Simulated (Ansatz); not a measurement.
# A-type hexagonal La₂O₃

All values below come from r²SCAN (Ansatz, a program for electronic structure, plane waves, PAW).

Numerical settings: plane-wave cutoff 560 eV, 12×12×6 k mesh (along the axes of the cell as run), Fermi–Dirac smearing 0.01 eV, scalar-relativistic PAW data made under PBE.

Cell (relaxed at this level):

```cif
data_La2O3
_chemical_formula_sum 'La2 O3'
_space_group_name_H-M_alt 'P 1'
_space_group_IT_number 1
_cell_length_a 3.93523
_cell_length_b 3.93523
_cell_length_c 6.12583
_cell_angle_alpha 90.000
_cell_angle_beta 90.000
_cell_angle_gamma 120.000
loop_
_space_group_symop_operation_xyz
  'x, y, z'
loop_
_atom_site_label
_atom_site_type_symbol
_atom_site_fract_x
_atom_site_fract_y
_atom_site_fract_z
_atom_site_occupancy
La1 La 0.33333 0.66667 0.24613 1
La2 La 0.66667 0.33333 0.75387 1
O1 O 0.00000 0.00000 0.00000 1
O2 O 0.33333 0.66667 0.64612 1
O3 O 0.66667 0.33333 0.35388 1
```

```yaml
bulk_modulus: 116 GPa
band_gap: 4.23 eV
smallest_direct_gap_on_the_k_points_sampled: 4.35 eV
"Γ–Γ gap": 4.87 eV
pressure derivative B′ of the bulk modulus: 3.6
```

Measured, for comparison: bulk modulus 113 GPa (300 K, not corrected to a static lattice; as tabulated in Santana et al. (2016), arXiv:1608.06321). Computed (rounded) less measured: bulk modulus +3 %. A static lattice is as a rule a little smaller and stiffer than an uncorrected measurement, which narrows the difference in the bulk modulus and would widen misses of the other sign.

Note: the bulk modulus comes from volumes at which shape and atoms were relaxed.

Spin–orbit coupling is not included.
